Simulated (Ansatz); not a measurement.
Consider the hydrogenolysis of the Si–O bond: `N[Si]O` + H₂ → `N[SiH]` + H₂O.

Computed with Ansatz on PBE0-D4/def2-TZVP structures; ΔE is electronic, products minus reactants. CBS: def2 TZ/QZ extrapolation, frozen cores. Each species was taken in one conformer, which may not be the lowest.

`N[Si]O`:

Z-matrix (Å, degrees):
```
N
Si 1 1.716
H 1 1.010 2 128.3
H 1 1.009 2 120.1 3 180.0
O 2 1.656 1 102.6 3 0.0
H 5 0.961 2 121.6 1 -0.0
```

H₂:

Z-matrix (Å, degrees):
```
H
H 1 0.746
```

`N[SiH]`:

Z-matrix (Å, degrees):
```
N
Si 1 1.707
H 1 1.008 2 126.3
H 1 1.008 2 121.7 3 -180.0
H 2 1.532 1 94.1 3 -0.0
```

H₂O:

```xyz
3

O     0.382    0.065   -0.031
H    -0.051   -0.734    0.276
H    -0.332    0.669   -0.245
```

```csv
level,ΔE (kJ/mol)
HF/cc-pV(T+d)Z,104.8
HF/cc-pV(Q+d)Z,104.6
```

(1) What does CCSD(T)/CBS give? (Best estimate.)

Largest T1 diagnostic among the species: 0.015.

Answers

(1) Ansatz gave: +112.0 kJ/mol. The listed levels differ from it by -7.2, -7.4 kJ/mol.

Leaving LDA and LC-ωPBE aside and taking each functional with its dispersion term where it has one, the values, not all of them listed here, spread over 11.8 kJ/mol, from HSE06-D4 to r2SCAN-D4. LDA lies +7.0 kJ/mol from PBE without D4. From r2SCAN to r2SCAN0 (25 % exact exchange), in def2-TZVPP and without D4, ΔE moves by −4.0 kJ/mol.
